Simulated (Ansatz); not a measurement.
A nudged elastic band was laid between two geometries of C3H5ClO2 (11 atoms, charge 0, multiplicity 1).

Method: Ansatz, RKS PBE0/def2-mTZVP.

* movable images: 5
* climbing image: yes
* spring: 5.0 eV/Å²
* optimiser: quadratic models (default)
* start path: IDPP
* force threshold: 0.05 eV/Å
* iteration limit: 60
* end points: relaxed

Initial state:

```xyz
11
Properties=species:S:1:pos:R:3
C 0.252 -0.485 1.494
C 0.389 0.273 0.218
O 0.528 -0.546 -0.953
C -0.575 0.124 -1.459
Cl -0.150 1.229 -2.855
O -0.840 0.817 -0.289
H 1.197 -0.978 1.731
H -0.535 -1.234 1.410
H 0.010 0.204 2.306
H 1.171 1.040 0.254
H -1.382 -0.502 -1.836
```

Final state:

```xyz
11
Properties=species:S:1:pos:R:3
C 0.325 -0.618 1.430
C 0.513 0.041 0.107
O -0.035 -0.683 -1.005
C -0.758 0.463 -1.297
Cl -0.183 1.292 -2.824
O -0.379 1.138 -0.147
H 0.643 0.058 2.227
H 0.937 -1.521 1.481
H -0.722 -0.884 1.579
H 1.552 0.330 -0.088
H -1.829 0.328 -1.441
```

(1) Which bonds break or form, and what moves?

(2) Give the energies along the band, and the barrier.

(3) What is the geometry of the highest image?

(4) What are the harmonic wavenumbers there?

Results:

(1) No bond is made or broken. The dihedral H8–C1–C2–O3 goes from -51 to 69°. The two ends are copies of one structure, up to a mirror image or an exchange of like atoms.

(2) The run converged. The highest image is number 3 of 0 to 6, 12.1 kJ/mol above the ends, which have the same energy within 2 meV. A vibrational analysis at the climbing image gives one clearly imaginary mode, 225i cm⁻¹: a first-order saddle point.

| image | path coordinate (Å) | energy (kJ/mol) | dihedral H8–C1–C2–O3 (°) |
| --- | --- | --- | --- |
| 0 | 0.00 | 0.0 | -51 |
| 1 | 0.53 | 3.0 | -32 |
| 2 | 1.06 | 9.1 | -12 |
| 3 | 1.59 | 12.1 | 8 |
| 4 | 2.12 | 9.1 | 28 |
| 5 | 2.65 | 3.0 | 49 |
| 6 | 3.18 | 0.0 | 69 |

(3) 
```xyz
11
Properties=species:S:1:pos:R:3
C 0.328 -0.594 1.458
C 0.488 0.116 0.141
O 0.129 -0.663 -1.014
C -0.727 0.372 -1.352
Cl -0.153 1.317 -2.813
O -0.550 1.064 -0.165
H 1.233 -0.535 2.061
H 0.091 -1.644 1.280
H -0.497 -0.149 2.015
H 1.474 0.572 0.002
H -1.750 0.088 -1.591
```

(4) 225i, 96, 243, 339, 435, 537, 746, 852, 883, 969, 1047, 1068, 1125, 1128, 1208, 1261, 1330, 1376, 1402, 1456, 1502, 1505, 3067, 3077, 3140, 3155, 3160 cm⁻¹.

Time of the run: 120 s on 2 threads of Arm Neoverse V1, on a shared host, peak memory 0.39 GiB.
